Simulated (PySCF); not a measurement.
PySCF input (M06-2X/6-31G* (5d)):

```python
from pyscf import gto, dft

mol = gto.M(
    atom='''
    Si    0.00024600   -0.01101400    1.17211600
    Si   -0.00024600    0.01101400   -1.17211600
    H    -0.00038100    1.37523900    1.69966300
    H    -1.20404700   -0.71203000    1.68030300
    H     1.20549100   -0.71075200    1.67980900
    H     0.00038100   -1.37523900   -1.69966300
    H    -1.20549100    0.71075200   -1.67980900
    H     1.20404700    0.71203000   -1.68030300
    ''',
    basis='6-31g*',
    charge=1,
    spin=1,
    verbose=4,
)

mf = dft.UKS(mol, xc='m062x')
mf.grids.level = 4
mf.conv_tol = 1e-9
mf.max_cycle = 100
mf.max_memory = 1500
mf.kernel()
if not mf.converged:
    mf = mf.newton()
    mf.kernel(mf.make_rdm1())
mo, _, stable, _ = mf.stability(return_status=True)
if not stable:
    mf.kernel(mf.make_rdm1(mo, mf.mo_occ))
    stable = mf.stability(return_status=True)[2]
mf.dip_moment()
```

Output:

```
PySCF version 2.14.0

[INPUT] verbose = 4
[INPUT] num. atoms = 8
[INPUT] num. electrons = 33
[INPUT] charge = 1
[INPUT] spin (= nelec alpha-beta = 2S) = 1
[INPUT] symmetry False subgroup None
[INPUT] Mole.unit = angstrom
[INPUT] Symbol           X                Y                Z      unit          X                Y                Z       unit  Magmom
[INPUT]  1 Si     0.000246000000  -0.011014000000   1.172116000000 AA    0.000464872627  -0.020813443536   2.214978226221 Bohr   0.0
[INPUT]  2 Si    -0.000246000000   0.011014000000  -1.172116000000 AA   -0.000464872627   0.020813443536  -2.214978226221 Bohr   0.0
[INPUT]  3 H     -0.000381000000   1.375239000000   1.699663000000 AA   -0.000719985653   2.598825065821   3.211897574057 Bohr   0.0
[INPUT]  4 H     -1.204047000000  -0.712030000000   1.680303000000 AA   -2.275319071104  -1.345541692474   3.175312476285 Bohr   0.0
[INPUT]  5 H      1.205491000000  -0.710752000000   1.679809000000 AA    2.278047835628  -1.343126622487   3.174378951580 Bohr   0.0
[INPUT]  6 H      0.000381000000  -1.375239000000  -1.699663000000 AA    0.000719985653  -2.598825065821  -3.211897574057 Bohr   0.0
[INPUT]  7 H     -1.205491000000   0.710752000000  -1.679809000000 AA   -2.278047835628   1.343126622487  -3.174378951580 Bohr   0.0
[INPUT]  8 H      1.204047000000   0.712030000000  -1.680303000000 AA    2.275319071104   1.345541692474  -3.175312476285 Bohr   0.0

nuclear repulsion = 90.7430957432634
number of shells = 28
number of NR pGTOs = 126
number of NR cGTOs = 48
basis = 6-31g*
ecp = {}

******** <class 'pyscf.dft.uks.UKS'> ********
method = UKS
initial guess = minao
damping factor = 0
level_shift factor = 0
DIIS = <class 'pyscf.scf.diis.CDIIS'>
diis_start_cycle = 1
diis_space = 8
diis_damp = 0
SCF conv_tol = 1e-09
SCF conv_tol_grad = None
SCF max_cycles = 100
direct_scf = True
direct_scf_tol = 1e-13
number electrons alpha = 17  beta = 16
XC library pyscf.dft.libxc version 7.1.2
    S. Lehtola, C. Steigemann, M. J. T. Oliveira, and M. A. L. Marques,  SoftwareX 7, 1–5 (2018)
XC functionals = m062x
    Y. Zhao and D. G. Truhlar,  Theor. Chem. Acc. 120, 215 (2008)
    Y. Zhao and D. G. Truhlar,  Theor. Chem. Acc. 120, 215 (2008)
radial grids:
    Treutler-Ahlrichs [JCP 102, 346 (1995); DOI:10.1063/1.469408] (M4) radial grids

becke partition: Becke, JCP 88, 2547 (1988); DOI:10.1063/1.454033
pruning grids: <function nwchem_prune>
grids dens level: 4
symmetrized grids: False
atomic radii adjust function: <function treutler_atomic_radii_adjust>
small_rho_cutoff = 0
Set gradient conv threshold to 3.16228e-05
tot grids = 152088
init E= -582.160142564477
  alpha nocc = 17  HOMO = -0.308662158800592  LUMO = 0.0164574975835142
  beta  nocc = 16  HOMO = -0.369294408781368  LUMO = -0.308662158800591

WARN: HOMO -0.308662158800592 >= LUMO -0.308662158800591

cycle= 1 E= -582.025194808647  delta_E= 0.135  |g|= 0.227  |ddm|= 1.47
  alpha nocc = 17  HOMO = -0.660084502901551  LUMO = -0.201676604120705
  beta  nocc = 16  HOMO = -0.649858251934672  LUMO = -0.515888824208349
  HOMO = -0.649858251935  LUMO = -0.515888824208  gap/eV = 3.64549
cycle= 2 E= -582.06232816275  delta_E= -0.0371  |g|= 0.121  |ddm|= 0.542
  alpha nocc = 17  HOMO = -0.61423657234927  LUMO = -0.155084762329916
  beta  nocc = 16  HOMO = -0.615274076816307  LUMO = -0.444482230017365
  HOMO = -0.614236572349  LUMO = -0.444482230017  gap/eV = 4.61925
cycle= 3 E= -582.074872051279  delta_E= -0.0125  |g|= 0.015  |ddm|= 0.185
  alpha nocc = 17  HOMO = -0.616114352598357  LUMO = -0.151808961515769
  beta  nocc = 16  HOMO = -0.611198353060877  LUMO = -0.440494136967229
  HOMO = -0.611198353061  LUMO = -0.440494136967  gap/eV = 4.64510
cycle= 4 E= -582.075083358749  delta_E= -0.000211  |g|= 0.00306  |ddm|= 0.0252
  alpha nocc = 17  HOMO = -0.617898302398508  LUMO = -0.15201581522736
  beta  nocc = 16  HOMO = -0.612212302527242  LUMO = -0.440644506706211
  HOMO = -0.612212302527  LUMO = -0.440644506706  gap/eV = 4.66860
cycle= 5 E= -582.075098409305  delta_E= -1.51e-05  |g|= 0.000828  |ddm|= 0.00697
  alpha nocc = 17  HOMO = -0.618189595079845  LUMO = -0.152093035163378
  beta  nocc = 16  HOMO = -0.612309974526604  LUMO = -0.440561107317705
  HOMO = -0.612309974527  LUMO = -0.440561107318  gap/eV = 4.67352
cycle= 6 E= -582.075099793987  delta_E= -1.38e-06  |g|= 0.000299  |ddm|= 0.00166
  alpha nocc = 17  HOMO = -0.618249415563578  LUMO = -0.152062340017779
  beta  nocc = 16  HOMO = -0.612339714657202  LUMO = -0.440414306886266
  HOMO = -0.612339714657  LUMO = -0.440414306886  gap/eV = 4.67833
cycle= 7 E= -582.075100113314  delta_E= -3.19e-07  |g|= 5.87e-05  |ddm|= 0.00108
  alpha nocc = 17  HOMO = -0.618253187617657  LUMO = -0.15205969029416
  beta  nocc = 16  HOMO = -0.612353003823675  LUMO = -0.44039992643061
  HOMO = -0.612353003824  LUMO = -0.440399926431  gap/eV = 4.67908
cycle= 8 E= -582.07510012442  delta_E= -1.11e-08  |g|= 1.26e-05  |ddm|= 0.000217
  alpha nocc = 17  HOMO = -0.618252060793709  LUMO = -0.152060064194868
  beta  nocc = 16  HOMO = -0.612355095000188  LUMO = -0.440400522573244
  HOMO = -0.612355095  LUMO = -0.440400522573  gap/eV = 4.67912
cycle= 9 E= -582.075100124863  delta_E= -4.43e-10  |g|= 2.35e-06  |ddm|= 5.17e-05
  alpha nocc = 17  HOMO = -0.618252181436434  LUMO = -0.152060030671081
  beta  nocc = 16  HOMO = -0.612355302388446  LUMO = -0.440400263806177
  HOMO = -0.612355302388  LUMO = -0.440400263806  gap/eV = 4.67913
Extra cycle  E= -582.075100124876  delta_E= -1.33e-11  |g|= 1.16e-06  |ddm|= 5.73e-06
converged SCF energy = -582.075100124876  <S^2> = 0.75153264  2S+1 = 2.0015321
uhf_internal: lowest eigs of H = [0.08012782 0.08013227 0.11656042]
<class 'pyscf.dft.uks.UKS'> wavefunction is stable in the internal stability analysis

WARN: System has nonzero charge 1; the dipole moment is origin-dependent.
Location of origin: [0. 0. 0.]

Dipole moment(X, Y, Z, Debye): -0.00000,  0.00000, -0.00000
```

The dipole moment of an ion depends on the origin.

The geometry given is a B3LYP-D3(BJ)/def2-TZVP minimum of the species of charge 0 and multiplicity 1, not of this state.
